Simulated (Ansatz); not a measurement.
Input file:

```yaml
crystal:
  periodic: [false, false, false]
  atoms:
    - {symbol: N, position_ang: [0.000001, -0.314355, 1.242785]}
    - {symbol: Ga, position_ang: [0.000004, -0.028971, -0.456723]}
    - {symbol: P, position_ang: [0.000002, -0.127277, -2.674925]}
    - {symbol: H, position_ang: [-0.000008, 0.470602, 1.888863]}
basis:
  gaussian: {orbitals: 6-31G}
total_charge: 1
magnetization: {spin_polarized: true, initial_magnetization: 1}
hamiltonian: {xc: hf, pseudopotentials: {relativity: scalar}}
output: {orbitals: {seedname: orbitals}}
```

```sh
$ ansatz run in.yaml --threads 1 --pin off --events-out ev --progress --plain --max-ram 2393MiB
```

Output:

```
564 factors; integrals over basis functions are off by at most 2.4e-4 eV
mean field evaluation 1: about -63499.6213 eV, gradient 5.2e1 eV
mean field evaluation 2: about -63499.6783 eV, gradient 5.2e1 eV
mean field evaluation 4: about -63511.6787 eV, gradient 2.0e1 eV
mean field evaluation 8: about -63516.0678 eV, gradient 3.5e0 eV
mean field evaluation 16: about -63516.1759 eV, gradient 3.1e-2 eV
mean field evaluation 32: about -63516.1760 eV, gradient 2.9e-4 eV
mean field evaluation 64: about -63519.5304 eV, gradient 2.0e-6 eV
mean field evaluation 96: about -63519.3276 eV, gradient 5.4e-1 eV
mean field evaluation 128: about -63517.0468 eV, gradient 1.4e1 eV
mean field evaluation 160: about -63518.7690 eV, gradient 1.1e0 eV
mean field evaluation 192: about -63512.2062 eV, gradient 2.4e1 eV
mean field evaluation 224: about -63515.4121 eV, gradient 1.3e1 eV
mean field evaluation 256: about -63516.8570 eV, gradient 1.6e0 eV
mean field evaluation 288: about -63518.0058 eV, gradient 4.6e0 eV
mean field evaluation 320: about -63514.6487 eV, gradient 7.8e0 eV
mean field evaluation 352: about -63516.1760 eV, gradient 4.3e-3 eV
mean field evaluation 384: about -63507.0900 eV, gradient 2.7e1 eV
mean field evaluation 416: about -63518.8753 eV, gradient 5.0e-1 eV
mean field -63519.53039027 eV, -2334.2996867583 hartree, gradient 2.0e-6 eV, S^2 1.779016; 9 other end points of the search recorded, 0 dependent functions left out
reference -63519.53039027 eV, -2334.2996867583 hartree; 27, 26 occupied and 26, 27 virtual orbitals, 564 factors
Total energy: -63519.53039027 eV, -2334.2996867583 hartree
Relativity: scalar
```

Ran on 1 thread of Arm Neoverse V1, shared host: 8 s wall, 0.24 GiB peak host memory.
